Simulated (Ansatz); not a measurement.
Crystal: Ti2O5, cubic X2O5 type, 14 atoms in the cell.

Space group Pn-3m, simple cubic cell, positions in fractions of the edge: Ti (0 0 0), (0.5 0.5 0), (0.5 0 0.5), (0 0.5 0.5); O (0.5 0 0), (0 0.5 0), (0 0 0.5), (0.5 0.5 0.5), (0.75 0.75 0.25), (0.75 0.25 0.75), (0.25 0.75 0.75), (0.75 0.25 0.25), (0.25 0.75 0.25), (0.25 0.25 0.75).

Level of theory: PBE, plane waves, PAW datasets (generated soft set 1) (Ansatz).

Cutoff 420 eV; k-mesh 22×22×22 Γ-centred; Fermi–Dirac smearing of 0.0612 eV; no spin polarisation.

(1) What equilibrium volume, lattice constant and bulk modulus does this give?

Results:

(1) V₀ = 9.105 Å³/atom (a₀ = 5.033 Å), B₀ = 210 GPa, B₀′ = 4.34. The points behind the fit:

```json
{"V (Å³/atom)": "8.558", "a (Å)": "4.9298", "E − E(min) (meV/atom)": "24.07", "P (GPa)": "14.90"}
{"V (Å³/atom)": "8.740", "a (Å)": "4.9646", "E − E(min) (meV/atom)": "10.32", "P (GPa)": "9.40"}
{"V (Å³/atom)": "8.922", "a (Å)": "4.9988", "E − E(min) (meV/atom)": "2.49", "P (GPa)": "4.46"}
{"V (Å³/atom)": "9.104", "a (Å)": "5.0326", "E − E(min) (meV/atom)": "0.00", "P (GPa)": "0.01"}
{"V (Å³/atom)": "9.286", "a (Å)": "5.0659", "E − E(min) (meV/atom)": "2.29", "P (GPa)": "-3.98"}
{"V (Å³/atom)": "9.468", "a (Å)": "5.0988", "E − E(min) (meV/atom)": "8.89", "P (GPa)": "-7.57"}
{"V (Å³/atom)": "9.650", "a (Å)": "5.1313", "E − E(min) (meV/atom)": "19.36", "P (GPa)": "-10.79"}
```

The published all-electron PBE values for this crystal (mean of FLEUR and WIEN2k, k-spacing 0.06 Å⁻¹; Bosoni et al., Nat. Rev. Phys. 6, 45 (2024)) are V₀ = 9.105 Å³/atom, B₀ = 210.8 GPa, B₀′ = 4.33.

The stress includes the program's correction for the finite plane-wave basis.

This cubic structure is a model: it isn't the usual form of the substance at ambient conditions, and such phases are metastable or hypothetical. Spin polarisation is left out, and a magnetic state may lie lower.
